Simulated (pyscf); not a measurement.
H₃Si–Se–SiH₃ (SMILES [SiH3][Se][SiH3]) + H₂ (SMILES [H][H]) → SiH₄ (SMILES [SiH4]) + H₃Si–SeH (SMILES [SiH3][SeH]), a four-centre exchange (singlet surface; Se–Si, H–H broken, H–Si, H–Se formed). Optimised with ωB97X-D3(BJ)/def2-SVP in PySCF. Energies in eV from the separated reactants.

Small-basis levels: PySCF, no dispersion term, spherical d functions. AM1 to PM7: differences of heats of formation from MOPAC, which are fitted to 298 K values and so differ in kind from electronic energies by zero-point and thermal terms. Cost: rough CPU time at the saddle relative to B3LYP/6-31G*+LANL2DZ, from one job on a shared machine.

| level | barrier | reaction energy | cost |
|---|---|---|---|
| MP2/6-31G*+LANL2DZ | 3.28 | +0.54 | 0.1 |
| BP86/6-31G*+LANL2DZ | 2.42 | +0.45 | 1 |
| PBE/6-31G*+LANL2DZ | 2.35 | +0.50 | 1 |
| B3LYP/STO-3G | ___ | +0.42 | 0.7 |
| B3LYP/LANL2DZ | ___ | +0.01 | 0.6 |
| B3LYP/6-31G*+LANL2DZ | 2.71 | +0.37 | 1 |
| M06-2X/6-31G*+LANL2DZ | 2.68 | +0.57 | 2 |
| B3LYP/6-311+G**+LANL2DZ | 2.45 | +0.14 | 2 |
| PBE/def2-SVP | 2.03 | +0.32 | 2 |
| B3LYP/def2-SVP | 2.37 | +0.19 | 1 |
| AM1 | 1.72 | +0.54 | under 0.02 |
| PM7 | 4.10 | +3.06 | under 0.02 |
| ωB97M-D3(BJ)/def2-TZVP | ___ | +0.41 | – |

Problem. Complete the blanks.

Solution. 
- B3LYP/STO-3G, barrier: 4.03
- B3LYP/LANL2DZ, barrier: 2.89
- ωB97M-D3(BJ)/def2-TZVP, barrier: 2.39

Against the last row the barrier runs from -0.66 (AM1) to +1.72 eV (PM7). ωB97M-D3(BJ)/def2-TZVP has limits of its own. This is the saddle that the search found; another between the same sides may lie lower. In the def2 sets elements up to Kr have no core potential.
